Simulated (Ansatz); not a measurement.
# HF with CH2O: superposition error and deformation

An exercise on one series of results from a longer session: the logs are not shown, and one member is left open.

Program: Ansatz 0.2.0, Gaussian basis. Level of theory: PBE0-D4 structures, single points in def2-TZVPPD. These are calculated values, not measurements.

Levels: PBE-D4, revPBE-D4, BLYP-D4, r2SCAN-D4, B97M-V, PBE0-D4, B3LYP-D4, HSE06-D4, wB97X-V, wB97M-V, B2PLYP, Hartree-Fock, MP2, CCSD, CCSD(T).

Cores are frozen in the correlated methods. B3LYP uses VWN-RPA correlation. B2PLYP carries no dispersion term here.

129 further runs of the same task are left out: 129 set aside as unsound or not needed.

**Starting geometry**

The relaxed pair: 6 atoms, charge 0, spin multiplicity 1.

Atoms are counted from 1 here; the program's logs count them from 0.

Bond lengths: F1–H2 0.941 Å, C3–O4 1.203 Å, C3–H5 1.103 Å, C3–H6 1.104 Å. Angles: O4–C3–H5 121.0°, O4–C3–H6 121.6°, H5–C3–H6 117.4°.

Geometry (Å):

```xyz
6

F     0.0960    0.5665   -2.1432
H     0.3170   -0.0154   -1.4369
C    -0.1105   -0.1294    0.9037
O     0.4745   -0.7649    0.0671
H    -0.1248   -0.4555    1.9574
H    -0.6522    0.7987    0.6518
```

Atoms 1 to 2 are fragment A (HF), the rest fragment B (CH2O). From earlier runs, pair energy (eV) and counterpoise interaction (kcal/mol):

| method | E(pair) | interaction |
| --- | --- | --- |
| PBE-D4 | -5845.89388 | -8.92 |
| revPBE-D4 | -5850.40403 | -7.66 |
| BLYP-D4 | -5851.26973 | -8.25 |
| r2SCAN-D4 | -5849.09778 | -9.25 |
| B97M-V | -5850.23417 | -8.44 |
| PBE0-D4 | -5845.85391 | -9.14 |
| B3LYP-D4 | -5852.25790 | -8.87 |
| HSE06-D4 | -5845.58626 | -9.11 |
| wB97X-V | -5849.96212 | -8.85 |
| wB97M-V | -5850.08419 | -8.68 |
| B2PLYP | -5848.36434 | -8.21 |
| MP2 | -5841.35020 | -7.77 |
| CCSD(T) | -5842.32166 | -7.81 |

First each fragment is run alone in its own basis, frozen in the shape it has in the pair (a, b).

The first run:

a/in.yaml reads:

```yaml
crystal:
  periodic: [false, false, false]
  atoms:
    - {symbol: F, position_ang: [0.096026, 0.566464, -2.143160]}
    - {symbol: H, position_ang: [0.317035, -0.015365, -1.436858]}
basis:
  gaussian: {orbitals: "def2-TZVPPD.json"}
hamiltonian: {xc: pbe, dispersion: d4}
```

b/in.yaml reads:

```yaml
crystal:
  periodic: [false, false, false]
  atoms:
    - {symbol: C, position_ang: [-0.110478, -0.129353, 0.903734]}
    - {symbol: O, position_ang: [0.474547, -0.764876, 0.067078]}
    - {symbol: H, position_ang: [-0.124827, -0.455536, 1.957429]}
    - {symbol: H, position_ang: [-0.652203, 0.798667, 0.651776]}
basis:
  gaussian: {orbitals: "def2-TZVPPD.json"}
hamiltonian: {xc: pbe, dispersion: d4}
```

The basis file named in the input lies beside it (Basis Set Exchange, JSON).

The same command starts each run, in its folder.

Launch:

```sh
> ansatz run in.yaml --threads 2 --pin off --events-out ev --progress --plain --max-ram 5222MiB
```

Among the steps run: PBE-D4/def2-TZVPPD; r2SCAN-D4/def2-TZVPPD; PBE0-D4/def2-TZVPPD; B3LYP-D4/def2-TZVPPD; wB97X-V/def2-TZVPPD; wB97M-V/def2-TZVPPD; B2PLYP/def2-TZVPPD; BLYP-D4/def2-TZVPPD; revPBE-D4/def2-TZVPPD; B97M-V/def2-TZVPPD; HSE06-D4/def2-TZVPPD; CCSD(T)/def2-TZVPPD; Relaxing HF alone; Relaxing CH2O alone.

One table of the session follows, with a row left open; its other results are not shown here.

| method | interaction with counterpoise (kcal/mol) |
| --- | --- |
| PBE-D4 | -8.92 |
| revPBE-D4 | -7.66 |
| BLYP-D4 | -8.25 |
| r2SCAN-D4 | -9.25 |
| B97M-V | -8.44 |
| PBE0-D4 | -9.14 |
| B3LYP-D4 | -8.87 |
| HSE06-D4 | -9.11 |
| wB97X-V | -8.85 |
| wB97M-V | -8.68 |
| B2PLYP | -8.21 |
| Hartree-Fock | ? |
| MP2 | -7.77 |
| CCSD | -7.59 |
| CCSD(T) | -7.81 |

**Question.** Estimate the row for Hartree-Fock.

As computed: interaction with counterpoise (kcal/mol): -7.28. In the column «interaction with counterpoise (kcal/mol)» it is the highest.
